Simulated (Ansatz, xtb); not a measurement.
**Relative energy of two structures of FHMgS**

We compare X, a triplet given by its coordinates, with Y, `[F][Mg][SH]`, a singlet. Both are isolated molecules in the gas phase, relaxed with PBE0-D4/def2-SVP.

X (Å):

| atom | x (Å) | y (Å) | z (Å) |
| --- | --- | --- | --- |
| F | -0.7675 | 0.6027 | -2.0156 |
| Mg | -0.1199 | 0.1023 | -0.4569 |
| S | -0.3073 | -0.0630 | 1.9751 |
| H | 1.2501 | -0.7022 | 0.4772 |

Close contacts (Å): F1–Mg2 1.76, Mg2–S3 2.44, Mg2–H4 1.84.

Y (Å):

```xyz
4

F    -1.5859    0.6568   -1.8152
Mg   -0.4560    0.4080   -0.4941
S     1.0220    0.1071    1.2384
H     1.0754   -1.2321    1.0507
```

Estimate E(Y) − E(X) at the level CCSD(T)/def2-TZVP.

Calculated at CCSD(T)/def2-TZVP: E(Y) − E(X) = −81.7 kcal/mol, so structure Y lies lower.

How the difference moves with the method:

```csv
level,geometry,E(Y) − E(X) (kcal/mol),departure from the last row (kcal/mol),"job, with rough time for the two"
PBE0-D4/def2-SVP,PBE0-D4/def2-SVP,−78.4,+3.3,"optimisation, 32 s"
HF/def2-TZVP,PBE0-D4/def2-SVP,−66.3,+15.4,part of the CCSD(T) run
MP2/def2-TZVP,PBE0-D4/def2-SVP,−85.7,−4.1,part of the CCSD(T) run
CCSD(T)/def2-TZVP,PBE0-D4/def2-SVP,−81.7,,"single point, 42 s"
```

The levels shown agree on the order. The largest departure from CCSD(T)/def2-TZVP is that of HF/def2-TZVP, 15.4 kcal/mol. Levels run at GFN2-xTB geometries aren't shown. The triplet state of X needn't be its ground state.

With harmonic frequencies from PBE0-D4/def2-SVP (ideal gas, rigid rotor, one conformer each, 298.15 K, 1 atm): on the last row, ΔE + ΔZPE = −79.4, ΔH = −79.4, ΔG = −78.5 kcal/mol.

Open shells are spin-unrestricted. The correlated steps freeze 7 core orbitals; the last core shell of Mg is correlated, in a basis made for valence electrons. ΔG holds the spin degeneracy. Run with Ansatz 0.2.0; the last row on 2 threads of AMD EPYC 7R43 64-Core Processor (Zen 3) on a shared host.
